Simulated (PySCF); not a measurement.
Delta-SCF ions had no search for a lower state. 

# H2O, SMILES `O` (charge 0, multiplicity 1)

All values below come from M06-2X/def2-TZVP // PBE0-D3(BJ)/def2-SVP run with PySCF.

The HOMO is -10.86 eV. The dipole moment comes out as 2.13 D, the HOMO–LUMO gap comes out as 12.30 eV and the LUMO comes out as 1.44 eV. The vertical ionisation energy (Delta-SCF) is 12.71 eV, the total energy is -76.4260 Ha and the cost is about 14 core-seconds (a rough figure).

Bonded distances (Å): O1–H2 0.963, O1–H3 0.963. Bond angles (°): H2–O1–H3 103.1.
